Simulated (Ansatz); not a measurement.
Process, species as SMILES: C (CH4) → C atom + 4 H atom
B3LYP-D3(BJ)/def2-TZVP geometries, fixed; electronic energies without zero-point terms.

Basis-set convergence of the atomisation energy at B2PLYP with Ansatz (a program for electronic structure). All functions are spherical. Cores are frozen. Open shells are unrestricted. No added dispersion term, no relativity. Functions are those of the species that has most. Reference: the value in aug-pcseg-3, 419.50 kcal/mol, itself unsure by roughly 0.23 kcal/mol (its mean distance from aug-cc-pVQZ, def2-QZVPPD, pcseg-3). Deviations are taken from unrounded values.

```
basis            functions  atomisation energy (kcal/mol)  minus reference (kcal/mol)
---------------  ---------  -----------------------------  --------------------------
STO-3G                   9                         489.80                       70.31
3-21G                   17                         403.44                      -16.05
def2-SV(P)              22                         401.44                      -18.05
cc-pVDZ                 34                         406.99                      -12.51
pcseg-1                 34                         410.74                       -8.76
6-311G**                42                         413.29                       -6.21
def2-SVPD               52                         415.28                       -4.22
def2-TZVP               55                         414.88                       -4.61
def2-TZVPD              73                         415.15                       -4.35
cc-pVTZ                 86                         417.67                       -1.83
jun-cc-pV(T+d)Z         95                         417.54                       -1.96
aug-cc-pVTZ            138                         417.75                       -1.75
aug-pcseg-2            138                         418.34                       -1.16
def2-QZVPP             177                         419.10                       -0.40
pcseg-3                192                         419.47                       -0.03
def2-QZVPPD            195                         419.10                       -0.40
aug-cc-pVQZ            264                         419.22                       -0.28
aug-pcseg-3            281                         419.50                        0.00
```
